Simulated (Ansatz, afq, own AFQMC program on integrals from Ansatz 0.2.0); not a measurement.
Two steps: Ansatz 0.2.0 writes the Fock matrix and Cholesky factors of the valence space, and afq projects on them the lowest state that overlaps trial and start.

```yaml
crystal:
  periodic: [false, false, false]
  atoms:
    - {symbol: F, position_ang: [0.000000, 0.000000, 0.000000]}
basis:
  gaussian: {orbitals: aug-cc-pVDZ}
total_charge: 1
magnetization: {spin_polarized: false}
correlation: {method: ccsd_t, electrons: outside_noble_gas, hamiltonian_folder: ham}
```

```sh
$ ansatz run in.yaml --threads 1 --pin off --events-out ev --progress --plain --max-ram 24576MiB --backend cuda --devices 0, --max-vram 18GiB
```

Options of the walk:

```
--method phaseless --trial hf --walkers 40 --populations 1 --least-time 40 --time-step 0.1 --steps-per-block 5 --equilibration-blocks 10 --max-blocks 100 --target-error 0.00058 --factor-cut 0.0001 --seed 9934 --taylor-order 6
```

Times are imaginary, in 1/Eh. The walk had a cap of 60 s.

```
orbitals 22  electrons 3 3  factors 117 of 122
reference energy -98.64114040 Eh
CCSD correlation -0.16553907 Eh in 13 cycles, weight of the determinant in the CISD state 0.7934
energy of the start -98.641140 Eh
 block  time / (1/Eh)  mean weight  energy / Eh
     1     0.500  1.0323  -98.770421
     2     1.000  1.0385  -98.792087
     3     1.500  1.0315  -98.793077
     4     2.000  1.0017  -98.773950
     5     2.500  1.0498  -98.792694
     9     4.500  1.0315  -98.853123
    15     7.500  1.0302  -98.776041
    23    11.500  0.9909  -98.836031
    31    15.500  1.0606  -98.878247
    39    19.500  1.1087  -98.957251
    45    22.500  1.0183  -98.759208
    47    23.500  0.9466  -98.881170
    55    27.500  1.0634  -98.920686
    63    31.500  1.0116  -98.790268
    71    35.500  1.0294  -98.811528
    79    39.500  1.0210  -98.800098
    87    43.500  1.0206  -98.849228
    95    47.500  0.9367  -98.819831
   103    51.500  0.9401  -98.801535
   109    54.500  0.9061  -98.855581
blocks merged  error / Eh  count
     1  0.004458  100
     2  0.005237  50
     4  0.005621  25
     8  0.006121  12
energy -98.828190 +/- 0.005621 Eh
(rows thinned)
```

The run failed at least one of its tests; the cautions name the faults. The second half of the sampling lies above the first by 1.5 errors of their difference, so the energy may still be moving and its error bar be too small.

Against this walk (error 153.0 meV) on the same determinant: CCSD(T) 329.7 meV higher, CCSDT(Q) 217.7 meV higher (within the noise), CCSDTQ 220.8 meV higher (within the noise), full CI 220.6 meV higher (within the noise), a separate phaseless walk with a CISD trial and standard settings 235.7 ± 153.0 meV higher (within the noise). The error is statistical and leaves out the bias of the constraint.

A setting was made bad on purpose (time step too long), so the walk's energy isn't to be trusted.

Cautions: constraint bias not in the error; error above the target (153.0 against 15.8 meV); another spin lies lower (by 2.75 eV); restricted determinant unstable towards unrestricted (UHF 3.07 eV lower, ⟨S²⟩ 1.01); strong correlation (T1 0.004, weight of the determinant 0.79, largest double 0.33); the determinant fills the p orbitals unequally in pairs, so it mixes two states of the atom (¹D and ¹S), and each level undoes that mixture to a different degree, while full CI gives the lower state; CCSDTQ on the UHF determinant differs (2.75 eV lower), perhaps since the unrestricted series falls towards higher spin; the bias of populations of 40 walkers isn't removed; the time-step error isn't removed.

CCSDT and higher add their correlation energy to the determinant of the CCSD(T) run, since their own runs factorise the integrals more tightly (a shift of under 2 meV).
